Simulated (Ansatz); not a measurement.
# CH₄AlO+ (SMILES [CH2+][O][AlH2]): functionals against CCSD(T) at one geometry

Aim: energy, forces and dipole at a structure displaced at random from a GFN2-xTB minimum, from CCSD(T) and from density functionals.

Method: single points in def2-TZVPP; program: Ansatz 0.2.0, Gaussian basis.

Cores are frozen in the correlated methods.

## Step 1: The system as given

SMILES `[CH2+][O][AlH2]`, 7 atoms, charge 1, spin multiplicity 1.

Atoms are counted from 1 here; the program's logs count them from 0.

Bond lengths: C1–O2 1.309 Å, C1–H4 1.210 Å, C1–H5 1.089 Å, O2–Al3 1.967 Å, Al3–H6 1.549 Å, Al3–H7 1.551 Å. Angles: O2–C1–H4 126.8°, O2–C1–H5 116.1°, H4–C1–H5 117.0°, C1–O2–Al3 174.5°, O2–Al3–H6 109.0°, O2–Al3–H7 110.1°, H6–Al3–H7 140.6°.

Coordinates:

```
C    -1.3479    0.2344   -0.7342
O    -0.2266    0.0889   -0.0739
Al    1.5125   -0.2478    0.7807
H    -1.7369   -0.4398   -1.6607
H    -1.9703    1.0796   -0.4429
H     1.7161    0.7738    1.9270
H     2.1570   -1.5284    0.1891
```

## Step 2: CCSD(T)/def2-TZVPP

run/in.yaml

```yaml
crystal:
  periodic: [false, false, false]
  atoms:
    - {symbol: C, position_ang: [-1.347900, 0.234400, -0.734200]}
    - {symbol: O, position_ang: [-0.226600, 0.088900, -0.073900]}
    - {symbol: Al, position_ang: [1.512500, -0.247800, 0.780700]}
    - {symbol: H, position_ang: [-1.736900, -0.439800, -1.660700]}
    - {symbol: H, position_ang: [-1.970300, 1.079600, -0.442900]}
    - {symbol: H, position_ang: [1.716100, 0.773800, 1.927000]}
    - {symbol: H, position_ang: [2.157000, -1.528400, 0.189100]}
basis:
  gaussian: {orbitals: def2-TZVPP}
total_charge: 1
correlation: {method: ccsd_t}
output: {forces: true}
```

No record of the launch command was kept for these runs.

## Step 3: PBE0-D4/def2-TZVPP

run/in.yaml: that of step 2 with these lines changed.

```diff
@@ -13,3 +13,3 @@
 total_charge: 1
-correlation: {method: ccsd_t}
-output: {forces: true}
+hamiltonian: {xc: pbe0, dispersion: d4}
+output: {forces: true, orbitals: {seedname: orbitals}}
```

## Step 4: wB97M-V/def2-TZVPP

run/in.yaml: that of step 3 with these lines changed.

```diff
@@ -13,3 +13,3 @@
 total_charge: 1
-hamiltonian: {xc: pbe0, dispersion: d4}
-output: {forces: true, orbitals: {seedname: orbitals}}
+hamiltonian: {xc: {name: wB97M-V}}
+output: {forces: true}
```

## Step 5: r2SCAN-D4/def2-TZVPP

run/in.yaml: that of step 4 with these lines changed.

```diff
@@ -13,3 +13,3 @@
 total_charge: 1
-hamiltonian: {xc: {name: wB97M-V}}
+hamiltonian: {xc: r2scan, dispersion: d4}
 output: {forces: true}
```

## Step 6: PBE-D4/def2-TZVPP

run/in.yaml: that of step 5 with these lines changed.

```diff
@@ -13,3 +13,3 @@
 total_charge: 1
-hamiltonian: {xc: r2scan, dispersion: d4}
+hamiltonian: {xc: pbe, dispersion: d4}
 output: {forces: true}
```

## Step 7: HSE06-D4/def2-TZVPP

run/in.yaml: that of step 6 with these lines changed.

```diff
@@ -13,3 +13,3 @@
 total_charge: 1
-hamiltonian: {xc: pbe, dispersion: d4}
+hamiltonian: {xc: hse06, dispersion: d4}
 output: {forces: true}
```

## Step 8: SPW92/def2-TZVPP

run/in.yaml: that of step 7 with these lines changed.

```diff
@@ -13,3 +13,3 @@
 total_charge: 1
-hamiltonian: {xc: hse06, dispersion: d4}
+hamiltonian: {xc: lda}
 output: {forces: true}
```

(Steps that only read results are left out.)

Q: Predict the outcome of this session. Wanted: energy less free atoms, CCSD(T)/def2-TZVPP; RMS force component; RMS force error; HOMO and LUMO, PBE0-D4; T1 diagnostic.

As calculated:

```
                                  quantity                                                                                          value
energy less free atoms, CCSD(T)/def2-TZVPP                                                                                -360.5 kcal/mol
                       RMS force component                                                           1.304 to 1.532 eV/Å over the methods
                           RMS force error  PBE0-D4 0.238, wB97M-V 0.181, r2SCAN-D4 0.114, PBE-D4 0.145, HSE06-D4 0.236, SPW92 0.277 eV/Å
                    HOMO and LUMO, PBE0-D4                                                                            -13.80 and -8.82 eV
                             T1 diagnostic                                                                                          0.021
```

In words: Against CCSD(T) the functionals' energies less atoms differ by -82.4 to -4.3 kcal/mol, PBE-D4 by -18.4 kcal/mol. A larger basis would deepen the CCSD(T) value, while the functionals are nearly converged already, so the order here is not reliable. For forces r2SCAN-D4 does best and SPW92 worst. Frozen-core CCSD(T) forces in triple zeta carry basis errors of their own, and this is one geometry, so small gaps rank nothing.
